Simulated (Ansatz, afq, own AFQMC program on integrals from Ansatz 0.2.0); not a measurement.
## CH₂Si, singlet in cc-pVDZ, levels against CCSDT(Q)

```xyz
4

Si    0.0000    0.0000    0.7049
C     0.0000    0.0000   -1.3251
H     0.0000   -0.9093   -1.9266
H     0.0000    0.9093   -1.9266
```

Connectivity, by distances: Si–CH2.

Basis cc-pVDZ. Noble-gas cores (and the filled d shells of Ga–Kr and In–Xe) are frozen. Integrals, coupled cluster, full CI and functionals: Ansatz 0.2.0; the random walks run on the same integrals in our own AFQMC program. The CISD trial takes its coefficients from CCSD amplitudes. Released means that phaseless walkers are propagated on without the constraint, phases kept. Error bars are statistical, one sigma.

Determinant: RHF, the one that the program's search chose, which needn't be the lowest solution. The geometry is a point of a scan.

No full CI on the walks' own integrals is used here; CCSDT(Q) serves as the reference and is uncertain by about the last step of the cluster series.

Cautions: higher spins were not checked; restricted determinant unstable towards unrestricted (UHF 739 meV lower, ⟨S²⟩ 0.77); strong correlation (T1 0.021, weight of the determinant 0.83, largest double 0.23); the ph-AFQMC/CISD walk drifts between its halves (2.0 errors).

- T1 diagnostic: 0.0211
- weight of the determinant in the CISD state: 0.828
- size of the correlated space: 10 electrons in 36 orbitals

Reference: CCSDT(Q), correlation energy -7.464 eV. The released energy is read at 2.40 1/Eh (meV from the phaseless value at times in 1/Eh: -1 ± 24 at 0.24, -15 ± 20 at 0.51, -20 ± 19 at 0.99, -18 ± 20 at 1.62, 9 ± 26 at 2.40).

```csv
level,E − E(reference) (mEh),share of correlation (%)
HF,274.29,0.00
MP2,46.28,83.13
CCSD,15.57,94.33
CCSD(T),2.45,99.10
CCSDT,1.44,99.48
ph-AFQMC/HF,4.12 ± 2.92,98.50
ph-AFQMC/CISD,1.27 ± 0.75,99.54
released AFQMC,1.61 ± 0.94,99.41
```

A walk keeps the symmetry of its determinant, which the program's search chose and which needn't be the lowest solution, so a lower state of the same spin and another symmetry isn't excluded. Released energies are given only where the last usable release times agree within the noise; a slower fall can still hide under it.
